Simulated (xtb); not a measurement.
diphosphorus (P2), SMILES P#P. All values are semi-empirical tight-binding results from xtb (GFN2-xTB unless named), good for trends rather than for accurate numbers. Coordinates come from a GFN2-xTB optimisation.

Optimised geometry:

```xyz
2

P      0.0000     0.0000    -0.9605
P      0.0000     0.0000     0.9605
```
Charge 0, spin multiplicity 1.

```yaml
point_group_as_xtb_finds_it: D∞h
orbital_gap: 2.49 eV
static polarisability (D4 model): 50.8 bohr³
solvation energy, GFN2-xTB/ALPB(water): 3.8 kcal/mol
solvation energy, GFN2-xTB/ALPB(ether): -4.0 kcal/mol
```

### Question
Give the atomic charges and the Wiberg bond orders between heavy atoms. (Estimate from the structure and the level; the computed values follow.)

### Answer
charges (e) P1 0.00, P2 0.00. Bond orders P1–P2 3.08.
